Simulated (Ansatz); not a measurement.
Born–Oppenheimer molecular dynamics of BClFH (4 atoms, charge 0, multiplicity 1). It goes on from the last frame of an earlier run, with new velocities.

The calculation used RKS PBE/def2-SVP (Ansatz).

| Quantity | Value |
| --- | --- |
| ensemble | NVT, Langevin thermostat |
| time step | 0.5 fs |
| steps asked | 100 |
| set temperature | 2000 K |
| friction | 0.02 /fs |
| seed | 63405 |

First frame:

```xyz
4
Properties=species:S:1:pos:R:3
B -0.031 -0.035 0.002
H -0.172 0.133 1.178
F 1.114 0.003 -0.696
Cl -1.532 0.005 -0.901
```

Problem. How far do the bonds stretch over the last three quarters of this one trajectory? (Pairs bonded in most of those frames.)

Solution. 
```csv
bond,mean (Å),spread (Å),shortest,longest
B1–H2,1.279,0.143,1.05,1.60
B1–F3,1.333,0.050,1.28,1.41
B1–Cl4,1.740,0.043,1.67,1.80
```

Mean temperature of the second half: 2707 K. The mean temperature of the second half is 35 % above the set value. A run of 0.05 ps of so small a system gives no equilibrium averages. The orbitals stay closed-shell, which can raise the energy where a bond breaks towards radicals; this wasn't checked here.

Run time: 83 s on 1 thread of Arm Neoverse V1, on a shared host, peak memory 0.089 GiB.
